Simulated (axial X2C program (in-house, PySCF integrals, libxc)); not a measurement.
**CS⁺: cheaper levels and CCSD(T), 2c**

Calculated with an axial X2C code built on PySCF integrals. Two-component (2c) means X2C with spin–orbit coupling and atomic mean-field two-electron Coulomb and Gaunt terms. Basis: S dyall-av3z [9s8p3d2f], C dyall-v3z [7s6p2d1f] (cores contracted in-house); Gaussian nuclei, density fitting, unrestricted open shells. Masses: S 31.972 u, C 12.000 u.

State: Ω = 1/2 (⟨Sz⟩ = 0.50, ⟨Lz⟩ = 0.00 at HF); fragments S+ + C.

```csv
level,Re (Å),ωe (cm⁻¹),De (eV)
PBE0,1.487,1432.7,6.29
HF,1.509,1251.4,3.46
CCSD,1.489,1440.5,5.49
r2SCAN,1.493,1409.3,6.43
```

Correlated methods: 9 electrons correlated (number of frozen shells: S 2 s, 1 p; C 1 s), 173 virtual spin orbitals or spinors in MP2, 90 natural virtuals in coupled cluster.

CCSD(T), same Hamiltonian and basis:

Re = 1.493 Å, ωe = 1434.9 cm⁻¹, De = 5.80 eV; T1 = 0.084 (Lee–Taylor normalisation).

Question: Give the differences from CCSD(T) in the columns below.

Answer: 

```json
{"level": "PBE0", "ΔRe (Å)": "-0.006", "Δωe (cm⁻¹)": "-2", "ΔDe (eV)": "0.49"}
{"level": "HF", "ΔRe (Å)": "0.016", "Δωe (cm⁻¹)": "-184", "ΔDe (eV)": "-2.34"}
{"level": "CCSD", "ΔRe (Å)": "-0.004", "Δωe (cm⁻¹)": "6", "ΔDe (eV)": "-0.31"}
{"level": "r2SCAN", "ΔRe (Å)": "0.000", "Δωe (cm⁻¹)": "-26", "ΔDe (eV)": "0.63"}
```

The state is one determinant whose occupation by symmetry is held fixed; it was picked as the lowest of a PBE0 search that is not exhaustive. De is counted from the lowest determinant-based energies of the atoms at the same level, without counterpoise correction. Density functionals use the spin component along the axis (collinear). Coupled cluster ran in a truncated set of natural virtual spinors; the MP2 energy of the rest was added. (T) has no such correction and the atoms are truncated less, which lowers De at CCSD(T) by a hundredth of an eV or more. The 2c atoms are single determinants rather than J levels; their spin–orbit lowering is only partly caught, and De is too large by that part. This holds for PBE0, CCSD, r2SCAN, CCSD(T). Without a current term, density functionals place determinants with orbital angular momentum somewhat too high. The determinant is spin-polarised beyond a pure state at some levels (its spin-free form has ⟨S²⟩ too high), which makes Re and μ there less reliable. The T1 diagnostic is large, a sign of multireference character.
